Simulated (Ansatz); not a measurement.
C₂HFO₂, SMILES `O=C=C(O)F`, relaxed with RKS PBE0-D4/def2-TZVP in Ansatz 0.2.0 from a PBE-D4/def2-SVP geometry. The force threshold is 0.005 eV/Å; the program also tests the step.

The species carries charge 0 and has multiplicity 1.

Start:

```xyz
6

O    -1.558    1.057    1.324
C    -0.758    0.634    0.561
C     0.158    0.131   -0.271
O     1.067   -0.788    0.131
F     0.283    0.633   -1.527
H     0.807   -1.667   -0.219
```

```csv
step,energy (eV),largest force (eV/Å),largest move (Å)
1,-8893.3259,1.912,0.000
2,-8893.3734,0.243,0.027
3,-8893.3759,0.060,0.007
4,-8893.3760,0.083,0.005
5,-8893.3762,0.032,0.003
6 (rejected),-8893.3762,0.032,0.008
7,-8893.3763,0.013,0.004
8,-8893.3763,0.009,0.003
9,-8893.3763,0.005,0.001
10,-8893.3763,0.002,0.000
```

End:

```xyz
6

O    -1.542    1.056    1.296
C    -0.749    0.629    0.559
C     0.152    0.129   -0.257
O     1.057   -0.788    0.123
F     0.271    0.629   -1.500
H     0.812   -1.656   -0.222
```

Run time 32 s (2 threads of an Arm Neoverse V1 on a shared host); peak host memory 0.29 GiB.
